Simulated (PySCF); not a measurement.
Structure problem from calculated spectra and properties.

Elements present: C, H, O and S. Monoisotopic mass: 78.0139 u.

| Quantity | Value |
| --- | --- |
| NMR, other nuclei | isotropic shieldings of nuclei other than C and H, by class: 265 (1 O), 215 (1 S) ppm [GIAO PBE0/pcSseg-1] |
| 1H NMR | chemical shifts (computed TMS as zero) by class: 2.19 (6 H) ppm [GIAO PBE0/pcSseg-1] |
| Dipole | 4.05 D [PBE0/pcSseg-1] |
| 13C NMR | chemical shifts (computed TMS as zero) by class: 44.4 (2 C) ppm [GIAO PBE0/pcSseg-1] |
| Rotational structure | rotational constants A, B, C: 6.960, 6.791, 4.176 GHz [PBE0-D3(BJ)/def2-SVP] |

Gas-phase values; electronic properties from PySCF, density fitting. Levels stand in brackets. Geometry: PBE0-D3(BJ)/def2-SVP; no solvent, vibrations or thermal averaging. NMR values are class means; diastereotopic atoms form classes of their own.

**Question.** Which formula fits the mass and the elements?

**Answer.** C2H6OS (calculated 78.0139). No other formula that holds each of these elements comes within 0.0003 u with a fitting electron parity and a possible valence count.

**Question.** Give a SMILES that accounts for the data.

**Answer.** Numbering: `[CH3:1][S:2]([CH3:3])=[O:4]`. 2 carbons fall into 1 class: S-methyl carbon [C1/C3] (44.4 ppm, 2 C). All hydrogens form one class (2.19 ppm): methyl hydrogen. The other shieldings belong to: 265 ppm, sulfinyl oxygen [O4]; 215 ppm, sulfinyl sulfur [S2]. The optimised geometry has point group Cs and is an asymmetric top. Structure: `CS(C)=O`. The assignments are read from this structure; whether some other isomer fits the data as well wasn't checked.
